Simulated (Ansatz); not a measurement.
Crystal: AgO2, fluorite type, 3 atoms in the cell.

All numbers below come from r²SCAN, plane waves, PAW datasets (generated soft set 1) in Ansatz 0.2.0 development build.

Cutoff 500 eV; k-mesh 11×11×11 Γ-centred; Fermi–Dirac smearing of 0.1 eV; no spin polarisation.

The fit to the energies gives V₀ = 11.069 Å³/atom (a₀ = 5.102 Å), B₀ = 168 GPa, B₀′ = 5.19.

(1) What pressure does the program print at V = 11.576 Å³/atom, and how far above the lowest computed point (V = 11.232 Å³/atom) does the energy lie?

Answers

(1) -6.69 GPa and 9.85 meV/atom. All points:

```
V (Å³/atom)   a (Å)  E − E(min) (meV/atom)  P (GPa)
     10.545  5.0204                  13.12     9.21
     10.889  5.0744                   0.36     2.87
     11.232  5.1272                   0.00    -2.37
     11.576  5.1790                   9.85    -6.69
     11.920  5.2298                  28.14   -10.24
```

The stress includes the program's correction for the finite plane-wave basis.

This cubic structure is a model: it isn't the usual form of the substance at ambient conditions, and such phases are metastable or hypothetical. The k-mesh is modest, so these values aren't fully converged in k. Spin polarisation is left out, and a magnetic state may lie lower.
